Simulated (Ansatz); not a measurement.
A nudged elastic band was laid between two geometries of BFH5N (8 atoms, charge 0, multiplicity 1).

The calculation used Ansatz 0.2.0, RKS PBE/def2-TZVP.

```json
{
  "movable images": "9",
  "climbing image": "yes",
  "spring": "5.0 eV/Å²",
  "optimiser": "quadratic models (default)",
  "start path": "through a guess of the saddle point",
  "force threshold": "0.05 eV/Å",
  "iteration limit": "60",
  "end points": "relaxed"
}
```

First end point:

```xyz
8
Properties=species:S:1:pos:R:3
B 0.024 -0.137 0.161
F 0.244 0.679 1.290
H 0.941 -0.132 -0.647
H -1.094 -0.030 -0.323
N 0.048 -1.682 0.797
H -0.104 -2.385 0.067
H 0.950 -1.868 1.246
H -0.685 -1.785 1.507
```

Last end point:

```xyz
8
Properties=species:S:1:pos:R:3
B 0.084 -0.573 -0.535
F -0.340 -0.118 2.764
H 1.074 0.052 -0.798
H -0.990 -0.332 -1.011
N 0.182 -1.617 0.404
H -0.584 -2.261 0.588
H 1.074 -1.953 0.759
H -0.176 -0.538 1.927
```

Q: What changes between the two ends?

A: Bonds broken: B1–F2, N5–H8. Bonds formed: F2–H8. BFH5N becomes BH4N + FH.

Q: Give the energies along the band, and the barrier.

A: The forces met the threshold. The highest image is number 6 of 0 to 10, 1.24 eV above the first end and 0.49 eV above the last; the last end lies 0.76 eV above the first. A vibrational analysis at the climbing image gives one clearly imaginary mode, 617i cm⁻¹: a first-order saddle point. The orbitals stay closed-shell, which can raise the energy where a bond breaks towards radicals; this wasn't checked here.

```json
{"image": "0", "path coordinate (Å)": "0.00", "energy (eV)": "0.00", "B1–F2 (Å)": "1.41", "N5–H8 (Å)": "1.03", "F2–H8 (Å)": "2.64"}
{"image": "1", "path coordinate (Å)": "0.38", "energy (eV)": "0.01", "B1–F2 (Å)": "1.41", "N5–H8 (Å)": "1.03", "F2–H8 (Å)": "2.50"}
{"image": "2", "path coordinate (Å)": "0.76", "energy (eV)": "0.04", "B1–F2 (Å)": "1.41", "N5–H8 (Å)": "1.03", "F2–H8 (Å)": "2.39"}
{"image": "3", "path coordinate (Å)": "1.15", "energy (eV)": "0.06", "B1–F2 (Å)": "1.41", "N5–H8 (Å)": "1.03", "F2–H8 (Å)": "2.30"}
{"image": "4", "path coordinate (Å)": "1.53", "energy (eV)": "0.17", "B1–F2 (Å)": "1.44", "N5–H8 (Å)": "1.03", "F2–H8 (Å)": "1.91"}
{"image": "5", "path coordinate (Å)": "1.91", "energy (eV)": "0.72", "B1–F2 (Å)": "1.58", "N5–H8 (Å)": "1.12", "F2–H8 (Å)": "1.44"}
{"image": "6", "path coordinate (Å)": "2.30", "energy (eV)": "1.24", "B1–F2 (Å)": "1.85", "N5–H8 (Å)": "1.41", "F2–H8 (Å)": "1.09"}
{"image": "7", "path coordinate (Å)": "2.73", "energy (eV)": "0.99", "B1–F2 (Å)": "2.31", "N5–H8 (Å)": "1.73", "F2–H8 (Å)": "0.97"}
{"image": "8", "path coordinate (Å)": "3.16", "energy (eV)": "0.82", "B1–F2 (Å)": "2.77", "N5–H8 (Å)": "1.90", "F2–H8 (Å)": "0.95"}
{"image": "9", "path coordinate (Å)": "3.59", "energy (eV)": "0.77", "B1–F2 (Å)": "3.10", "N5–H8 (Å)": "1.92", "F2–H8 (Å)": "0.95"}
{"image": "10", "path coordinate (Å)": "4.02", "energy (eV)": "0.76", "B1–F2 (Å)": "3.36", "N5–H8 (Å)": "1.90", "F2–H8 (Å)": "0.95"}
```

Q: What is the geometry of the highest image?

A: 
```xyz
8
Properties=species:S:1:pos:R:3
B 0.040 -0.404 -0.043
F -0.291 0.279 1.641
H 1.069 0.134 -0.340
H -0.987 -0.177 -0.619
N 0.148 -1.747 0.638
H -0.584 -2.435 0.473
H 1.062 -2.187 0.704
H -0.133 -0.802 1.644
```

Q: What are the harmonic wavenumbers there?

A: 617i, 447, 462, 708, 737, 756, 836, 968, 1096, 1099, 1218, 1225, 1565, 1864, 2541, 2635, 3470, 3558 cm⁻¹.

Run time: 61 s on 4 threads of Arm Neoverse V2, on a shared host, peak memory 0.18 GiB.
